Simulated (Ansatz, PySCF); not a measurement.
This PySCF input computes a CAM-B3LYP/def2-TZVPD energy:

```python
from pyscf import gto, scf, dft

mol = gto.M(
    atom='''
    C     1.32387517   -0.33985083    0.00171701
    C     0.13350059    0.54571857   -0.00149199
    N    -1.30429584   -0.04547649   -0.00059978
    H     1.36721107   -0.97230732    0.90415822
    H     1.36821965   -0.97747849   -0.89702872
    H     0.12900011    1.20414918   -0.88342468
    H     0.12801455    1.20920228    0.87663992
    H    -1.30375831   -0.68794311    0.79374403
    H    -1.30287079   -0.69249357   -0.79124042
    ''',
    basis='def2-tzvpd',
    charge=-1,
    spin=0,
    verbose=4,
)

mf = dft.RKS(mol, xc='camb3lyp').density_fit(auxbasis='def2-universal-jkfit')
mf.grids.level = 3
mf.conv_tol = 1e-9
mf.max_cycle = 100
mf.max_memory = 1500
mf.kernel()
if not mf.converged:
    mf = mf.newton()
    mf.kernel(mf.make_rdm1())
mf.analyze()
```

### Question
Write an input for the same energy in Ansatz (a first-principles code) and say what it gives.

### Answer

Ansatz 0.2 input:
```yaml
crystal:
  periodic: [false, false, false]
  atoms:
    - {symbol: C, position_ang: [1.32387517, -0.33985083, 0.00171701]}
    - {symbol: C, position_ang: [0.13350059, 0.54571857, -0.00149199]}
    - {symbol: N, position_ang: [-1.30429584, -0.04547649, -0.00059978]}
    - {symbol: H, position_ang: [1.36721107, -0.97230732, 0.90415822]}
    - {symbol: H, position_ang: [1.36821965, -0.97747849, -0.89702872]}
    - {symbol: H, position_ang: [0.12900011, 1.20414918, -0.88342468]}
    - {symbol: H, position_ang: [0.12801455, 1.20920228, 0.87663992]}
    - {symbol: H, position_ang: [-1.30375831, -0.68794311, 0.79374403]}
    - {symbol: H, position_ang: [-1.30287079, -0.69249357, -0.79124042]}
basis:
  gaussian:
    orbitals: def2-TZVPD
hamiltonian:
  xc: {name: CAM-B3LYP}
total_charge: -1
output: {forces: true}
```
It gives -134.48561 Eh, and PySCF -134.48569 Eh, a difference of 0.08 mEh, from the treatment of integrals and grids.

It need not be the lowest isomer of its formula. Whether it binds its extra electron was not tested at this geometry.
